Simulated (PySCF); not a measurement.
From one molecule to another.

First species: C₄H₁₇NSi₃.
InChI=1S/C4H17NSi3/c1-4(2)5(7)8-3-6/h4H,3,8H2,1-2,6-7H3

Second species: C3H6.
SMILES: `C=CC`

Levels: wB97X-D/def2-SVPD for dipole moment, HOMO energy, LUMO energy, HOMO–LUMO gap, static isotropic polarisability and electronic spatial extent ⟨r²⟩ about the centre of nuclear charge; TDDFT wB97X-D/def2-SVPD for lowest singlet excitation; TDA wB97X-D/def2-SVPD for lowest triplet excitation (Tamm–Dancoff); ΔSCF wB97X-D/def2-SVPD for vertical ionisation energy; PBE0-D3(BJ)/def2-SVP for rotational constant A and rotational constant C. Geometries: PBE0-D3(BJ)/def2-SVP. Each structure is a single optimised conformer of the isolated species, non-relativistic unless stated; the electronic structure was computed with PySCF and density fitting.

Dipoles, sizes and rotational constants follow the conformer. The torsions of the flexible species, by atom-mapped SMILES:
- `[CH3:1][CH:2]([CH3:3])[N:4]([SiH3:5])[SiH2:6][CH2:7][SiH3:8]`: C1–C2–N4–Si5 -59°, C2–N4–Si6–C7 -178°, N4–Si6–C7–Si8 177°

(1) Which of the two has the higher dipole moment, and by how much?

(2) Which of the two has the higher HOMO–LUMO gap, and by how much?

(3) Which has the higher rotational constant A?

(4) Which has the higher ⟨r²⟩?

(5) Which of the two has the higher static isotropic polarisability, and by how much?

(6) Which of the two has the higher vertical ionisation energy, and by how much?

(7) Which of the two has the higher LUMO energy, and by how much?

(8) Which of the two has the higher HOMO energy, and by how much?

## Answers

(1) The first: 1.00 D against 0.42 D, a difference of 0.58 D.

(2) The second: 11.47 eV against 10.43 eV, a difference of 1.04 eV.

(3) The second: 46.724 GHz against 2.162 GHz, a difference of 44.562 GHz.

(4) The first: 2534 bohr² against 198 bohr², a difference of 2336 bohr².

(5) The first: 137.3 au against 39.8 au, a difference of 97.5 au.

(6) The second: 9.74 eV against 8.55 eV, a difference of 1.19 eV.

(7) The second: 2.23 eV against 1.75 eV, a difference of 0.48 eV.

(8) The first: -8.68 eV against -9.24 eV, a difference of 0.56 eV.

On the first: In wavenumbers S1 is 50800 cm⁻¹ (1 eV = 8065.54 cm⁻¹). The principal polarisabilities are 119.3, 130.5 and 162.0 au; their mean is the isotropic value.

On the second: The ΔSCF ionisation energy exceeds −ε(HOMO) by 0.50 eV with wB97X-D. The dipole equals about 1.4 × 10⁻³⁰ C·m (1 D = 3.33564 × 10⁻³⁰ C·m).
